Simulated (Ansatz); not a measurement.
**SrAl₄Bi: from a trial structure to a relaxed crystal**

Theory: DFT PBE, scalar-relativistic, plane waves, PAW in Ansatz. Cutoff 420 eV, Γ-centred k mesh, Gaussian smearing, no spin polarisation in the final step.

The start puts SrAl₄Bi on the sites of a reported HoCdCu4 cell (F-43m, No. 216), with Sr in place of Ho, Bi in place of Cd, Al in place of Cu, at a guessed volume.

```xyz
6
Lattice="0.0000 3.8631 3.8631 3.8631 0.0000 3.8631 3.8631 3.8631 0.0000" Properties=species:S:1:pos:R:3 pbc="T T T"
Sr    1.9315    1.9315    1.9315
Al    2.8914    4.8348    2.8914
Al    2.8914    2.8914    4.8348
Al    4.8348    4.8348    4.8348
Al    4.8348    2.8914    2.8914
Bi    0.0000    0.0000    0.0000
```

Cell and atoms relax at zero pressure; the relaxation can't lower the symmetry of the start. After a coarse first stage the cell is made exact in the group found at 0.06 Å.

The zero of energy is the elements' standard structures at the same level; no fitted shifts are applied.

Task: What does it relax into?

Result: It keeps F-43m (No. 216). Conventional cell: a = 8.204 Å. Sr is coordinated by 12 Al at 3.40 Å and 4 Bi at 3.55 Å; Al has 6 Al at 2.88–2.92 Å, 3 Bi at 3.40 Å and 3 Sr at 3.40 Å; Bi is coordinated by 12 Al at 3.40 Å and 4 Sr at 3.55 Å.

Space group F-43m (No. 216). a = 8.204 Å, b = 8.204 Å, c = 8.204 Å, α = 90.00°, β = 90.00°, γ = 90.00°
```json
{"atom": "Sr", "site": "4d", "symmetry": "-43m", "x": "0.2500", "y": "0.2500", "z": "0.7500"}
{"atom": "Al", "site": "16e", "symmetry": ".3m", "x": "0.8742", "y": "0.3742", "z": "0.8742"}
{"atom": "Bi", "site": "4a", "symmetry": "-43m", "x": "0.0000", "y": "0.0000", "z": "0.0000"}
```

Task: What are its volume, energy, density and gap?

Result: The volume per atom is 23.01 Å³. The density is 4.87 g/cm³, the energy over the elements is -0.03 eV/atom and the gap on the 8×8×8 mesh is 0 eV (a metal).

The final run used a 8×8×8 mesh on its 6-atom cell and 0.10 eV smearing. For metals, differences of a few meV/atom aren't resolved. Spin–orbit coupling is left out. A structure relaxed within its symmetry needn't be a true minimum.

Cost: 3 runs of about 0.75 core-minutes in all, on Oxide Virtual Turin-like Processor (Zen 5) (shared hosts).